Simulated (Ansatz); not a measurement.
Two shapes of singlet NH3.

Shape 1:

```xyz
4

N    -0.0005   -0.0215    0.0765
H     0.9472    0.0340   -0.2489
H    -0.5057    0.8251   -0.2544
H    -0.4459   -0.8553   -0.2864
```

Shape 2:

```xyz
4

N     0.0000    0.0000    0.1313
H     1.0107    0.0000   -0.3064
H    -0.5054    0.8753   -0.3064
H    -0.5054   -0.8753   -0.3064
```

Basis set: cc-pVTZ (spherical functions). Frozen core: 1 orbital. Charge 0, multiplicity 1.

Computed with Ansatz (development build ahead of 0.2.0); each method stands on the lowest determinant of its kind that the runs found.

**Question.** Which shape is lower in energy, and by how much in each method?

**Answer.**

| method | E(2) − E(1) (eV) |
| --- | --- |
| RHF | 0.546 |
| RHF-MP2 | 0.396 |

Shape 1 is lower.
